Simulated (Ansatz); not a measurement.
A made-up structure of AlBSiH5 (charge +1), singlet:

```csv
atom,x (Å),y (Å),z (Å)
B1,-1.5176,1.1151,-0.8221
Al2,0.9739,-1.4175,0.8595
Si3,0.5072,0.7903,-0.2758
H4,-1.9059,0.7663,-1.8936
H5,-2.2643,1.6350,-0.0523
H6,1.7867,1.4049,-0.3173
H7,0.9327,-1.6798,2.3562
H8,1.3524,-2.7169,0.1677
```

It is relaxed with PBE-D4/def2-SVP and then PBE0-D4/def2-TZVP (Ansatz 0.2.0). Atoms count as bonded within 1.22 times the sum of their covalent radii (H–H: 0.88 Å). The end point is not checked to be a true minimum.

Question: Does its bonding change? (Judge from chemistry; the calculation decides.)

Answer: Computed: No: no bond forms or breaks.

Where it ends: The first stage lowers the energy by 0.81 eV in 9 steps. It ends as AlBSiH₅ ([BH2][SiH][AlH2]), total charge +1:
```xyz
8
angstrom
B -1.4165 1.1537 -0.8205
Al 1.0470 -1.6643 0.9903
Si 0.3179 0.4766 -0.1641
H -1.7537 0.9122 -1.9390
H -2.1125 1.7874 -0.0877
H 1.3657 1.5023 -0.4462
H 0.9567 -1.5180 2.5476
H 1.4608 -2.7526 -0.0581
```

Labels in which every atom is bracketed show which atoms are joined, not bond orders.

For scale, one of the runs: PBE0-D4/def2-TZVP relaxation, 135 basis functions, launched by `ansatz run in.yaml --threads 2 --pin off --events-out ev --progress --plain --max-ram 4352MiB`. The run took about 17 s on 2 CPU threads of an Arm Neoverse V1 (shared host).
